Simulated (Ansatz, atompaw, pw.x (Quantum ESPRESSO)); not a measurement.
**What a changed setting does to a pw.x run (diamond Si)**

Potential: PAW, atompaw 4.2.0.5, PBE; core [Ne], reference 3s2 3p2; waves: 3s (bound): rc 2.75 bohr; 3s channel at 1.85 Ry: rc 1.45 bohr; 3p (bound): rc 2.75 bohr; 3p channel at 1.1 Ry: rc 2.75 bohr; 3d channel at 0.3 Ry: rc 2.75 bohr; 3d channel at 1.85 Ry: rc 2.30 bohr; local part: vpsmatchnc scheme with l = 3 at 0 Ry, radius 1.95 bohr; core correction: smooth core density matched at 1.40 bohr; augmentation: sinc compensation charge, radius 2.00 bohr; PAW radius 2.75 bohr; waves and projectors: custom polynom vanderbiltortho.

The reference run (k-mesh 8³, cutoffs 40/400 Ry, Fermi–Dirac 0.01 Ry, mixing_beta 0.4, conv_thr 1e-9, no spin) gives 0.00 GPa at 20.463 Å³/atom, where all-electron LAPW gives -0.05 GPa. This run, with its own iteration cap, changes ecutrho/ecutwfc to 2.

```
&control
  calculation='scf', prefix='x', pseudo_dir='./', outdir='./tmp', tstress=.true., disk_io='none'
/
&system
  ibrav=0, nat=2, ntyp=1, ecutwfc=40, ecutrho=80, nbnd=11,
  occupations='smearing', smearing='fd', degauss=0.01
/
&electrons
  conv_thr=1e-09, mixing_beta=0.4, electron_maxstep=70
/
ATOMIC_SPECIES
Si 1.0 Si.UPF
CELL_PARAMETERS angstrom
  0.00000000 2.73520428 2.73520428
  2.73520428 0.00000000 2.73520428
  2.73520428 2.73520428 0.00000000
ATOMIC_POSITIONS crystal
Si 0.0000 0.0000 0.0000
Si 0.2500 0.2500 0.2500
K_POINTS automatic
8 8 8 0 0 0
```

```bash
pw.x < Si.scf.in > Si.scf.out
```

**Question.** How does the run end?

**Answer.** It converges in 9 iterations; the free energy moves by +1.6 meV/atom and the pressure by +0.00 GPa. Below 4 the density is truncated and F is no longer variational, so a small shift in one case is no licence.

```
Message from routine set_cutoff:
     ecutrho < 4*ecutwfc, are you sure?
     Message from routine setup:
     using ibrav=0 with symmetry is DISCOURAGED, use correct ibrav instead
     lattice parameter (alat)  =       7.3098  a.u.
     unit-cell volume          =     276.1823 (a.u.)^3
     number of electrons       =         8.00
     number of Kohn-Sham states=           11
     kinetic-energy cutoff     =      40.0000  Ry
     charge density cutoff     =      80.0000  Ry
     scf convergence threshold =      1.0E-09
     Exchange-correlation= SLA PW PBX PBC
     number of k points=    29  Fermi-Dirac smearing, width (Ry)=  0.0100
     iteration #  1     ecut=    40.00 Ry     beta= 0.40
     total energy              =     -93.45460545 Ry
     estimated scf accuracy    <       0.05424590 Ry
     iteration #  2     ecut=    40.00 Ry     beta= 0.40
     total energy              =     -93.45255702 Ry
     estimated scf accuracy    <       0.01561021 Ry
     iteration #  3     ecut=    40.00 Ry     beta= 0.40
     total energy              =     -93.45334421 Ry
     estimated scf accuracy    <       0.00020484 Ry
     [... 3 iterations left out ...]
     iteration #  7     ecut=    40.00 Ry     beta= 0.40
     total energy              =     -93.45338728 Ry
     estimated scf accuracy    <          5.1E-09 Ry
     iteration #  8     ecut=    40.00 Ry     beta= 0.40
     total energy              =     -93.45338728 Ry
     estimated scf accuracy    <          1.3E-09 Ry
     iteration #  9     ecut=    40.00 Ry     beta= 0.40
     the Fermi energy is     6.2634 ev
!    total energy              =     -93.45338728 Ry
     estimated scf accuracy    <          9.8E-12 Ry
     smearing contrib. (-TS)   =      -0.00028065 Ry
     The total energy is F=E-TS. E is the sum of the following terms:
     one-electron contribution =       5.57590004 Ry
     hartree contribution      =       1.11946664 Ry
     xc contribution           =      -6.70607765 Ry
     ewald contribution        =     -16.67485409 Ry
     one-center paw contrib.   =     -76.76754157 Ry
     convergence has been achieved in   9 iterations
          total   stress  (Ry/bohr**3)                   (kbar)     P=        0.01
     Message from routine punch:
     Nothing written, as per user request (disk_io='none')
```

The run took about 6.4 s on one core of a shared host (Intel(R) Xeon(R) 6975P-C, 192 threads, 756 GiB, load 74).
